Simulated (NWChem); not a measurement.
methane (CH4); SMILES C

Results from NWChem. The geometry was optimised at PBE0/def2-SVP. Level: PBE0/def2-SVP with SMD (1 M gas to 1 M solution), gas-phase geometry.

| solvent | dielectric constant | solvation free energy (kcal/mol) | cavity-dispersion-structure term (kcal/mol) |
|---|---|---|---|
| water | 78.4 | 2.3 | 2.8 |
| ethyl acetate | 5.99 | 0.4 | 0.8 |
| anisole | 4.22 | 0.5 | 0.9 |
| acetone | 20.5 | 0.4 | 0.8 |
| ethylene glycol | 40.2 | 1.9 | 2.3 |
| toluene | 2.37 | 0.2 | 0.5 |
| chloroform | 4.71 | 0.1 | 0.5 |
